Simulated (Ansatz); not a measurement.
# 2H WSe2

All values below come from r²SCAN+SOC in Ansatz (plane waves, PAW).

Settings: plane-wave cutoff 560 eV, 12×12×4 k mesh (along the axes of the cell as run), Fermi–Dirac smearing 0.01 eV, PAW data made under PBE.

Cell (measured lattice):

```
WSe2
1.0
   -1.64100    -2.84230     0.00000
   -1.64100     2.84230     0.00000
    0.00000     0.00000   -12.96000
W Se
2 4
Direct
  0.33333   0.66667   0.25000
  0.66667   0.33333   0.75000
  0.33333   0.66667   0.87900
  0.66667   0.33333   0.37900
  0.66667   0.33333   0.12100
  0.33333   0.66667   0.62100
```

| Quantity | Value |
|---|---|
| band gap | 1.00 eV (indirect) |
| smallest direct gap on the k points sampled | 1.45 eV |
| direct gap at Γ | 2.56 eV |

Note: cell and atoms aren't relaxed at this level (largest force component 0.08 eV/Å, pressure 2.5 GPa).

Static lattice: no zero-point or thermal effects.

Ansatz is a first-principles code.
